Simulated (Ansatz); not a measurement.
**C₂H₃FO₂S: a ladder of functionals and wavefunction methods**

Aim: compute C₂H₃FO₂S with functionals from several rungs and with coupled cluster. The yardstick is the atomisation energy at the CCSD(T) limit.

Computed with Ansatz 0.2.0, Gaussian basis. Level: functionals in def2-TZVPP, the program's frozen cores in correlated methods.

Levels to be run: LDA (SPW92), PBE-D4, revPBE-D4, BLYP-D4, r2SCAN-D4, B97M-V, PBE0-D4, B3LYP-D4, r2SCANh-D4, r2SCAN0-D4, HSE06-D4, BHLYP-D4, CAM-B3LYP-D4, LC-ωPBE, ωB97X-V, ωB97M-V, B2PLYP, PBE-QIDH; CCSD(T)/def2-SVP; CCSD(T)/def2-TZVPP; MP2/def2-QZVPP; extrapolation to the limit; RPA on PBE.

### 1 Structure used throughout

An earlier PBE0-D4 in a triple-zeta def2 set relaxation fixed the geometry.

SMILES `O[C@H]1S[C@]1(O)F`, 9 atoms, charge 0, spin multiplicity 1.

Atoms are counted from 1 here; the program's logs count them from 0.

Bond lengths: O1–C2 1.354 Å, O1–H7 0.967 Å, C2–S3 1.875 Å, C2–C4 1.466 Å, C2–H8 1.083 Å, S3–C4 1.795 Å, C4–O5 1.360 Å, C4–F6 1.355 Å, O5–H9 0.963 Å. Angles: C2–O1–H7 108.0°, O1–C2–S3 120.9°, O1–C2–C4 121.0°, O1–C2–H8 112.5°, S3–C2–C4 63.6°, S3–C2–H8 112.0°, C4–C2–H8 118.2°, C2–S3–C4 47.0°, C2–C4–S3 69.4°, C2–C4–O5 115.2°, C2–C4–F6 118.5°, S3–C4–O5 120.3°, S3–C4–F6 116.3°, O5–C4–F6 111.5°, C4–O5–H9 109.6°.

As a file:

```xyz
9
C2H3FO2S
O     1.1435   -0.3372   -1.3333
C     0.9179   -0.3186    0.0013
S     0.7298    1.3023    0.9246
C    -0.4142   -0.0256    0.5389
O    -1.3882    0.1559   -0.3931
F    -0.8618   -0.7548    1.5890
H     0.3919    0.0858   -1.7698
H     1.5445   -1.0206    0.5381
H    -1.9748    0.8663   -0.1127
```

### 2 LDA

This LDA is Slater exchange with PW92 correlation.

The input, in.yaml:

```yaml
crystal:
  periodic: [false, false, false]
  atoms:
    - {symbol: O, position_ang: [1.143489, -0.337177, -1.333278]}
    - {symbol: C, position_ang: [0.917896, -0.318557, 0.001254]}
    - {symbol: S, position_ang: [0.729770, 1.302259, 0.924562]}
    - {symbol: C, position_ang: [-0.414171, -0.025632, 0.538878]}
    - {symbol: O, position_ang: [-1.388242, 0.155885, -0.393102]}
    - {symbol: F, position_ang: [-0.861843, -0.754761, 1.588968]}
    - {symbol: H, position_ang: [0.391904, 0.085824, -1.769757]}
    - {symbol: H, position_ang: [1.544549, -1.020558, 0.538113]}
    - {symbol: H, position_ang: [-1.974750, 0.866317, -0.112737]}
basis:
  gaussian: {orbitals: def2-TZVPP}
hamiltonian: {xc: lda}
output: {orbitals: {seedname: orbitals}}
```

Further steps of the session: PBE-D4 (GGA); revPBE-D4 (GGA); BLYP-D4 (GGA); r2SCAN-D4 (meta-GGA); B97M-V (meta-GGA); PBE0-D4 (hybrid); B3LYP-D4 (hybrid); r2SCANh-D4 (hybrid); r2SCAN0-D4 (hybrid); HSE06-D4 (hybrid); BHLYP-D4 (hybrid); CAM-B3LYP-D4 (range-separated); LC-ωPBE (range-separated); ωB97X-V (range-separated); ωB97M-V (range-separated); B2PLYP (double hybrid); PBE-QIDH (double hybrid); CCSD(T) in def2-SVP; CCSD(T) in def2-TZVPP; MP2 in def2-QZVPP; RPA on PBE orbitals.

Q: Predict the results of all the runs planned. Wanted: atomisation energy, CCSD(T)/CBS; farthest beyond LDA; mean size of error, GGA; mean size of error, meta-GGA; mean size of error, hybrid; mean size of error, range-separated; mean size of error, double hybrid; gap, smallest and largest; T1 diagnostic.

**Answer**, as computed:

| quantity | value |
| --- | --- |
| atomisation energy, CCSD(T)/CBS | 3519.1 kJ/mol |
| functionals within 17.6 kJ/mol (0.5 %) | B97M-V, r2SCANh-D4, CAM-B3LYP-D4, LC-ωPBE, ωB97X-V |
| farthest beyond LDA | BHLYP-D4 (-222.8 kJ/mol) |
| mean size of error, GGA | 83.1 kJ/mol |
| mean size of error, meta-GGA | 24.8 kJ/mol |
| mean size of error, hybrid | 68.8 kJ/mol |
| mean size of error, range-separated | 13.1 kJ/mol |
| mean size of error, double hybrid | 37.2 kJ/mol |
| gap, smallest and largest | 4.68 eV (BLYP-D4), 12.11 eV (LC-ωPBE) |
| T1 diagnostic | 0.0129 |
| triples share of the correlation energy | 4.1 % |

**Reading.** The LDA atomisation energy is off by 774.3 kJ/mol (22 %): it overbinds. PBE-D4 is off by +181.4 kJ/mol. Double hybrids carry the basis error of their MP2 part in triple zeta, and no dispersion term here, so their miss is partly the set-up's. Taken by rung, range-separated functionals do best (13.1 kJ/mol on average) and GGA ones worst beyond LDA (83.1 kJ/mol). Misses under about 17.6 kJ/mol are within the doubt on the reference itself, which lacks core-valence correlation, relativity and higher excitations. Hartree-Fock recovers 64 % of the binding; the rest is correlation. CCSD(T) in def2-SVP is off by -230.2 kJ/mol, worse than the median functional, from the basis alone. The gap grows from 4.7 to 12.1 eV across the functionals, mostly with the share of exact exchange.
